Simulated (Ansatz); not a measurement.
**AlNH4 (triplet): wave-function methods side by side at distance Al1–H4 along a hydrogen transfer = 1.635 Å, cc-pVDZ**

The task here is to estimate one member of a computed series from the others.

The runs use Ansatz 0.2.0, Gaussian basis; cc-pVDZ, core rule «outside noble gas», up to 6 orbitals frozen.

The runs, in order: UHF; CCSD(T) on ROHF; CCSD(T) on UHF; BCCD(T) on ROHF; CISD; CCSDT(Q) on ROHF; CCSDT(Q) on UHF; CASSCF and MRCISD+Q, 4 electrons in 4 orbitals; CASSCF and NEVPT2, 4 electrons in 4 orbitals.

7 further runs of the same task are left out: 6 that didn't finish, 1 set aside as unsound or not needed.

### The system

The geometry derives from fragments relaxed apart (PBE0/def2-TZVP) and kept rigid, so it is no stationary point. A hydrogen atom is moved between rigid fragments.

6 atoms, charge 0, spin multiplicity 3.

Atoms are counted from 1 here; the program's logs count them from 0.

Bond lengths: Al1–H2 1.586 Å, Al1–H3 1.586 Å, Al1–H4 1.635 Å, N5–H6 1.040 Å. Angles: H2–Al1–H3 120.0°, H2–Al1–H4 120.0°, H3–Al1–H4 120.0°.

The first run:

in.yaml

```yaml
crystal:
  periodic: [false, false, false]
  atoms:
    - {symbol: Al, position_ang: [-0.997651, 0.022483, 0.000000]}
    - {symbol: H, position_ang: [-1.790574, 1.395868, 0.000000]}
    - {symbol: H, position_ang: [-1.790575, -1.350901, 0.000000]}
    - {symbol: H, position_ang: [0.637349, 0.022483, 0.000000]}
    - {symbol: N, position_ang: [1.972349, 0.022483, 0.000000]}
    - {symbol: H, position_ang: [2.241431, -0.981743, 0.000000]}
basis:
  gaussian: {orbitals: cc-pVDZ}
magnetization: {spin_polarized: true, initial_magnetization: 2}
hamiltonian: {xc: hf}
output: {orbitals: {seedname: orbitals}}
```

Started as:

```console
$ ansatz run in.yaml --threads 1 --pin off --events-out ev --progress --plain --max-ram 2393MiB
```

Among the steps run: UHF; CCSD(T) on ROHF; CCSD(T) on UHF; BCCD(T) on ROHF; CISD; CCSDT(Q) on ROHF; CCSDT(Q) on UHF; CASSCF and MRCISD+Q, 4 electrons in 4 orbitals; CASSCF and NEVPT2, 4 electrons in 4 orbitals.

One table of the session follows, with a row left open; its other results are not shown here.

| method | from UCCSDT(Q) (meV) |
| --- | --- |
| ROHF | +7195.8 |
| UHF | +6847.0 |
| RMP2 | +1304.1 |
| UMP2 | +1345.4 |
| CISD | +730.0 |
| RCCSD | +177.3 |
| UCCSD | +170.1 |
| RCCSD(T) | +37.9 |
| UCCSD(T) | +37.9 |
| BCCD(T) | +37.6 |
| RCCSDT | +10.4 |
| UCCSDT | +9.0 |
| RCCSDT(Q) | +1.0 |
| UCCSDT(Q) | 0 |
| CASSCF pair | +6579.5 |
| MRCISD pair | +631.8 |
| MRCISD+Q pair | ? |

**Question.** Estimate the row for MRCISD+Q pair.

**Answer.** from UCCSDT(Q) (meV): +66.0. In the column «from UCCSDT(Q) (meV)» it lies between UCCSD(T) (+37.9) and UCCSD (+170.1).

Not comparable, so not listed: CASSCF and NEVPT2, 4 electrons in 4 orbitals (they don't share determinant, frozen orbitals or solution with the rows shown, or repeat one).

Limits of these values: Restricted and unrestricted rows rest on different reference determinants; where their highest levels disagree by more than a few hundredths of an eV, they describe different states and don't form one ladder. Warnings in the runs' records: passed over end.
